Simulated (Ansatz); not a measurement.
## Relaxing Ta3I2

These are results of DFT PBE, scalar-relativistic, plane waves, PAW in Ansatz, not measurements. Cutoff 420 eV, Γ-centred k mesh, Gaussian smearing, no spin polarisation in the final step.

The start is a random cell of Ta3I2 with space group P6/mmm (No. 191), drawn with lower limits on the distances.

```yaml
crystal:
  lattice:
    - [5.38650, 0.00000, 0.00000]
    - [-2.69325, 4.66485, 0.00000]
    - [0.00000, 0.00000, 6.76073]
  atoms:
    - { symbol: Ta, position: [0.50000, 0.00000, 0.50000] }
    - { symbol: Ta, position: [0.00000, 0.50000, 0.50000] }
    - { symbol: Ta, position: [0.50000, 0.50000, 0.50000] }
    - { symbol: I, position: [0.00000, 0.00000, 0.18290] }
    - { symbol: I, position: [0.00000, 0.00000, 0.81710] }
```

Cell and atoms relax at zero pressure; the relaxation can't lower the symmetry of the start. After a coarse first stage the cell is made exact in the group found at 0.06 Å.

The zero of energy is the elements' standard structures at the same level; no fitted shifts are applied.

Question: Which crystal results?

Answer: It keeps P6/mmm (No. 191). Conventional cell: a = 5.342 Å, c = 7.957 Å. Ta is coordinated by 4 Ta at 2.67 Å and 4 I at 3.16 Å; I has 6 Ta at 3.16 Å and 1 I at 3.38 Å.

```cif
data_structure
_symmetry_space_group_name_H-M 'P6/mmm'
_symmetry_Int_Tables_number 191
_cell_length_a 5.3425
_cell_length_b 5.3425
_cell_length_c 7.9572
_cell_angle_alpha 90.000
_cell_angle_beta 90.000
_cell_angle_gamma 120.000
_cell_volume 196.69
loop_
_atom_site_label
_atom_site_type_symbol
_atom_site_symmetry_multiplicity
_atom_site_Wyckoff_symbol
_atom_site_fract_x
_atom_site_fract_y
_atom_site_fract_z
_atom_site_occupancy
Ta1 Ta 3 g 0.50000 0.00000 0.50000 1
I1 I 2 e 0.00000 0.00000 0.28788 1
```

Question: What are its volume, energy, density and gap?

Answer: The volume per atom is 39.3 Å³ and the density is 6.7 g/cm³. The energy over the elements is 1.22 eV/atom. The gap on the 12×12×6 mesh is 0 eV (a metal).

The final run used a 12×12×6 mesh on its 5-atom cell and 0.10 eV smearing. The k mesh leaves about 4 meV/atom of noise in metals. No dispersion correction is applied, so the spacing between layers, chains or molecules is poorly fixed, and with it the volume and density. Spin–orbit coupling is left out. Symmetry constrained the relaxation, so the result can be a saddle point.

Cost: 2 runs of about 6.5 core-minutes in all, on Arm Neoverse V1 (shared hosts).